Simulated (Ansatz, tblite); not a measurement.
Cost and result up the ladder for the cluster Li₂H₃ (the lowest doublet isomer of a short search) (5 atoms). Total charge 0; doublet. Geometry: PBE0-D4/def2-TZVP.

```xyz
5

Li    0.909    1.524    1.763
Li   -0.669    0.025    0.397
H    -0.955   -1.146   -1.263
H    -0.228   -0.936   -1.277
H     0.942    0.533    0.380
```

Ansatz on 4 threads of Arm Neoverse V1 on a shared host; xTB runs through tblite on one thread. Times are rough, summed over both states, and most runs start from the orbitals of an earlier one. CCSD(T)/def2-TZVPP serves as the yardstick here, not as an exact answer. The other state is a quartet at its own geometry, which has other bonds, so the gap mixes isomer and spin.

The xTB rows come from tblite. HSE06 is defined as in plane-wave codes, on full-range PBE exchange. Correlated methods freeze no core orbitals; core or outer-core shells of Li are correlated, in sets that lack core-valence functions. In the doublet, H3 and H4 lie 0.76 Å apart (atoms count from 1), so H2 has formed as a molecule. In the quartet geometry the species has come apart into loosely held pieces. In the quartet, H3 and H4 lie 0.75 Å apart (atoms count from 1), so H2 has formed as a molecule. The structure comes from a short search, and lower isomers may exist.

Correlated methods converge slowly with the basis.

xTB has no spin-polarisation term.

```csv
level,functions,wall time,quartet − doublet (eV),difference from CCSD(T)/def2-TZVPP (eV)
GFN1-xTB,14,0.003 s,6.34,2.77
HF/def2-TZVP,46,0.2 s,2.50,-1.06
MP2/def2-TZVP,46,0.2 s,3.11,-0.45
PBE-D4/def2-TZVP,46,0.65 s,3.25,-0.32
B2PLYP/def2-TZVP,46,0.75 s,3.55,-0.01
CAM-B3LYP-D4/def2-TZVP,46,0.85 s,3.54,-0.02
RPA@PBE/def2-TZVP,46,0.85 s,3.08,-0.48
HSE06-D4/def2-TZVP (with forces),46,0.9 s,3.24,-0.32
PBE0-D4/def2-TZVP,46,0.95 s,3.24,-0.32
r2SCAN-D4/def2-TZVP,46,1.6 s,3.40,-0.16
B97M-V/def2-TZVP,46,2.8 s,3.76,0.20
CCSD(T)/def2-TZVPP,80,3.3 s,3.56,0.00
```
